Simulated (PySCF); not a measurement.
methanethiol (CH4S), SMILES SC.

Coordinates come from a B3LYP-D3(BJ)/def2-TZVP optimisation.

Level of theory: TDDFT-PBE/def2-TZVPD run with PySCF 2.14.0.

Vertical excitations. Gas-phase values at a fixed geometry. State labels are in the subgroup Cs.

Question: Give excitation energies, oscillator strengths and character. (Estimate from the structure and the level; the computed values follow.)

Answer: 
```csv
state,symmetry,energy (eV),λ (nm),f,main pairs
S1,A",4.92,252,0.003,HOMO→LUMO 100 %
S2,A",5.53,224,0.029,HOMO→LUMO+1 98 %
S3,A",6.22,199,0.011,HOMO→LUMO+2 94 %
S4,A',6.42,193,0.031,HOMO→LUMO+3 99 %
S5,A",6.45,192,0.000,HOMO→LUMO+4 92 %
S6,A",7.22,172,0.000,HOMO→LUMO+5 94 %
S7,A',7.54,164,0.008,"HOMO−1→LUMO 53 %, HOMO→LUMO+6 45 %"
S8,A",7.71,161,0.031,HOMO→LUMO+7 85 %
S9,A',7.82,159,0.044,"HOMO→LUMO+6 51 %, HOMO−1→LUMO 36 %"
S10,A',8.12,153,0.082,HOMO−1→LUMO+1 92 %
T1,A",4.57,271,0,HOMO→LUMO 99 %
T2,A",5.14,241,0,HOMO→LUMO+1 99 %
T3,A",6.02,206,0,HOMO→LUMO+2 89 %
T4,A',6.22,199,0,HOMO→LUMO+3 99 %
```
Triplets are in the Tamm–Dancoff approximation, which puts them higher than full response would, so one can lie above its singlet here.
